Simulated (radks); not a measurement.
**Al³⁺ in [He] 2s2 2p5.75 3d0.25: an all-electron calculation**

The task here is to estimate one member of a computed series from the others.

Program: radks (a radial shooting solver on a logarithmic mesh, Libxc functionals) version 1. Level of theory: scalar-relativistic Kohn-Sham, r2SCAN, spin-polarised, spherical densities, finite nucleus; open shells are filled with parallel spins first. These are calculated values, not measurements, unless marked.

### The system

* element: aluminium (Z = 13)
* charge: +3
* electrons: 10
* configuration: [He] 2s2 2p5.75 3d0.25
* nuclear rms radius: 3.061 fm

The first run:

Input:

```text
Z 13
configuration [He] 2s2 2p5.75 3d0.25 3s0 3p0 4d0 4f0
relativity scalar-relativistic
functional r2scan,r2scan
spin polarised
nucleus finite rms 3.061 fm
c 137.035999084
```

One table of the session follows, with a row left open; its other results are not shown here.

It belongs to the step «Orbitals and density». From the orbitals of this run (lengths in bohr):

| level | <r> | outermost maximum (interpolated) | 90 % within | nodes |
| --- | --- | --- | --- | --- |
| 1s up | 0.1202 | 0.0784 | 0.215 | 0 |
| 1s down | 0.1201 | 0.0784 | 0.215 | 0 |
| 2s up | 0.6157 | 0.493 | 0.970 | 1 |
| 2s down | 0.6168 | 0.493 | 0.973 | 1 |
| 2p up | ? | ? | ? | ? |
| 2p down | 0.5888 | 0.426 | 0.989 | 0 |
| 3s up | 2.077 | 1.82 | 3.08 | 2 |
| 3p up | 2.344 | 2.04 | 3.51 | 1 |
| 3d up | 2.854 | 2.46 | 4.35 | 0 |
| 4f up | 5.081 | 4.49 | 7.34 | 0 |

Estimate the missing values for 2p up.

As computed: <r>: 0.5875; outermost maximum (interpolated): 0.425; 90 % within: 0.986; nodes: 0. In the column «<r>» it lies between 1s up (0.1202) and 2p down (0.5888).
